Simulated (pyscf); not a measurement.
Thermochemistry of product channels of H₃Si–GeH₃ (SMILES [SiH3][GeH3]) on the singlet surface, in kJ/mol, from ωB97M-D3(BJ)/def2-TZVP energies (ideal gas, 1 atm, RRHO with modes under 100 cm⁻¹ raised to 100, one conformer, R ln 2 for rigid chiral ones). Structures and frequencies: ωB97X-D3(BJ)/def2-SVP in PySCF.

```json
[
 {"products": "H₃Si–GeH: (SMILES [SiH3][GeH]) [singlet] + H₂ (SMILES [H][H])", "ΔE": "+178.7", "ΔH(298 K)": "+165.8", "ΔG(600 K)": "+83.2", "ΔG(1200 K)": "-1.8"},
 {"products": "SiH₄ (SMILES [SiH4]) + GeH₂ (SMILES [GeH2]) [singlet]", "ΔE": "+170.4", "ΔH(298 K)": "+160.1", "ΔG(600 K)": "+81.0", "ΔG(1200 K)": "+8.1"},
 {"products": "H₂Si=GeH₂ (SMILES [SiH2]=[GeH2]) + H₂ (SMILES [H][H])", "ΔE": "+211.8", "ΔH(298 K)": "+199.5", "ΔG(600 K)": "+122.3", "ΔG(1200 K)": "+42.3"}
]
```

These are energies of the channels, which say nothing of barriers. H₂Si=GeH₂ may be a fragile minimum: a first optimisation, from another start, lost the drawn bonds. Elements up to Kr have no core potential and no relativistic terms here.
